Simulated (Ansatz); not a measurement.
# Relative stability

Two relaxed structures of CH4AlS, doublet (PBE0-D4/def2-TZVP; forces vanish, vibrations not checked).

A:

Al1  (-1.244, 0.201, -0.577)
C2  (0.849, -0.064, 0.006)
S3  (-0.172, -1.094, 0.928)
H4  (-1.877, -0.577, -1.795)
H5  (-1.583, 1.685, -0.154)
H6  (0.902, 1.002, 0.240)
H7  (1.714, -0.484, -0.495)
(Å)

B:

```xyz
7
angstrom
Al 0.4192 0.2399 0.3879
C -1.0445 0.5787 -0.8015
S 1.0394 -1.8444 0.6205
H -1.5708 -0.1970 -1.3547
H -1.4456 1.5706 -1.0024
H 1.1829 1.3670 1.1909
H 2.0187 -1.5417 1.4893
```

Computed with Ansatz 0.2.0 (basis: def2-TZVPP); correlated methods freeze the cores; orbitals are unrestricted. B3LYP uses VWN-RPA correlation.

Which structure is lower at CCSD(T), and by how much? (Judge from chemistry; the value comes from the calculation.)

Computed: B, by 0.571 eV (electronic energy, against the other). By their contacts, A is CH₄AlS ([CH2]1[AlH2][S]1) and B is CH₄AlS ([CH2][AlH][SH]).

All methods give the same order:

| method | E(B) − E(A) (eV) |
| --- | --- |
| PBE-D4 | -0.353 |
| r2SCAN-D4 | -0.531 |
| PBE0-D4 | -0.468 |
| B3LYP-D4 | -0.543 |
| wB97M-V | -0.512 |
| HF | -1.041 |
| MP2 | -0.559 |
| CCSD | -0.654 |
| CCSD(T) | -0.571 |

T1 diagnostic: at most 0.024. ⟨S²⟩ of the unrestricted Hartree–Fock references: 0.76 to 0.77 (a pure state has 0.75).

Labels in which every atom is bracketed show which atoms are joined, not bond orders.

For scale, one of the runs: CCSD(T)/def2-TZVPP, 171 basis functions, launched by `ansatz run in.yaml --threads 2 --pin off --events-out ev --progress --plain --max-ram 4352MiB`. Time: 84 s of wall clock on 2 CPU threads of an Arm Neoverse V2; the host was shared. Peak host memory: 3.2 GiB.
